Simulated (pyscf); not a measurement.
## Four-centre exchange: H₃C–Cd–CH₃ + water (H₂O) -> H₃C–Cd–OH + methane (CH₄)

Gas phase, singlet surface, charge 0. Bonds broken: Cd1–C2, O10–H11. Bonds formed: Cd1–O10, C2–H11. Structures and frequencies: ωB97X-D3(BJ)/def2-SVP in PySCF.

Transition state (Å):

```xyz
12

Cd    -0.2891     0.7040     0.3175
C     -2.2768     1.4525     1.5005
C      0.3654     0.1893    -1.6235
H     -2.4040     2.3684     0.8953
H     -2.9257     0.6677     1.0704
H     -2.7167     1.6922     2.4846
H      1.4629     0.1211    -1.6617
H     -0.0534    -0.7843    -1.9213
H      0.0362     0.9415    -2.3561
O      0.1193     0.9506     2.4544
H     -1.0578     1.1670     2.1813
H      0.2839     0.2253     3.0705
```

One imaginary mode, 1420i cm⁻¹; descent along it reached the two sides named, in the forms told below.

```csv
bond,change,reactant side (Å),saddle,product side
Cd1–C2,breaks,2.124,2.431,3.4
O10–H11,breaks,0.965,1.228,2.477
Cd1–O10,forms,2.587,2.190,1.980
C2–H11,forms,3.7,1.425,1.100
```

Electronic energies relative to the separated reactants (eV):

```
level                   barrier  reaction energy  reverse barrier
----------------------  -------  ---------------  ---------------
ωB97X-D3(BJ)/def2-TZVP     0.94            -0.48             1.42
PBE/def2-TZVP              0.86            -0.51             1.37
r²SCAN/def2-TZVP           0.82            -0.55             1.37
B3LYP-D3(BJ)/def2-TZVP     0.96            -0.53             1.49
PBE0-D3(BJ)/def2-TZVP      0.90            -0.44             1.34
M06-2X/def2-TZVP           0.80            -0.52             1.32
ωB97M-D3(BJ)/def2-TZVP     0.97            -0.47             1.43
HF/def2-TZVP               1.43            -0.57             2.01
```

With ωB97M-D3(BJ)/def2-TZVP energies and thermal terms (ideal gas, 1 atm, RRHO with modes under 100 cm⁻¹ raised to 100, one conformer, R ln 2 for chiral ones without a mode under 150 cm⁻¹), in eV:

| T (K) | ΔH‡ | ΔG‡ | ΔH | ΔG |
|---|---|---|---|---|
| 298 | 0.87 | 1.24 | -0.46 | -0.47 |
| 600 | 0.89 | 1.62 | -0.47 | -0.49 |
| 900 | 0.92 | 1.98 | -0.48 | -0.49 |
| 1200 | 0.96 | 2.33 | -0.48 | -0.50 |

On the reactant side the descent ends in a complex (not fully relaxed), 0.26 eV under the separated species and 1.20 eV under the saddle at ωB97X-D3(BJ)/def2-TZVP. This is the saddle that the search found; another between the same sides may lie lower. Elements past Kr carry the def2 core potentials, without spin-orbit coupling.
